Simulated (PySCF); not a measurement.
# CH4N2S (Thiourea): the cost of one run

Programs: PySCF 2.14.0, with density-fitted response routines of our own. Each step states its level of theory. These are calculated values for one molecule in the gas phase, unless marked as measured. Atoms count from 0, in the outputs and in this text.

### 1 Starting geometry

8 atoms, charge 0, multiplicity 1; geometry from: GFN2-xTB. The atoms were then displaced at random by about 0.01 Å, so the start is not that level's minimum.

Bonds of the start (Å): N0–C1 1.39, C1–N2 1.36, C1–S3 1.65, N0–H4 1.00, N0–H5 0.98, N2–H6 1.01, N2–H7 0.98.

### 2 Geometry optimisation at PBE0-D3(BJ)/def2-SVP

The job: settings as JSON, then the geometry in Å.

```
{"job": {"xc": "PBE0", "basis": "def2-SVP", "d3": "d3bj", "grid": 1, "shake": 0.01, "kind": "geom"}, "charge": 0, "multiplicity": 1}
N      1.183160    -0.257030    -0.015910
C     -0.019500     0.430970    -0.074840
N     -1.163440    -0.292590     0.091240
S     -0.034790     2.062490    -0.337620
H      1.994720     0.321420     0.003550
H      1.207460    -1.165460     0.337910
H     -1.114420    -1.297410     0.046700
H     -1.998060     0.178460    -0.103500
```

Launch:

```console
> OMP_NUM_THREADS=1 python probes_run.py task.json out
```

The driver reads the jobs from task.json and runs them one after another.

**Question.** How long does this first job take on 1 thread of Arm Neoverse V2, shared host, and how much memory does it need?

About 13 s, with a peak of 0.35 GiB.
